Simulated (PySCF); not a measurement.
The group X on HS-X is varied. Gas-phase values, no solvent. One relaxed conformer stands for each flexible species; it need not be the lowest. Strings in code marks are SMILES.

Quantity: vertical ionisation energy (energy after one electron is removed minus that of the parent at the parent's geometry), in eV.

Case: `CS`. Geometry of `CS` (neutral, multiplicity 1, Å):

```xyz
6

C     -0.4921     0.0653    -0.0419
S      1.1035    -0.7583    -0.3573
H     -1.2387    -0.4994    -0.5976
H     -0.4864     1.0908    -0.4051
H     -0.7483     0.0397     1.0150
H      1.8625     0.0607     0.3886
```

Q: What vertical ionisation energy (energy after one electron is removed minus that of the parent at the parent's geometry) does PBE-D3(BJ)/def2-TZVP // B3LYP-D3(BJ)/def2-TZVP (PySCF) give?

A: 9.28 eV.
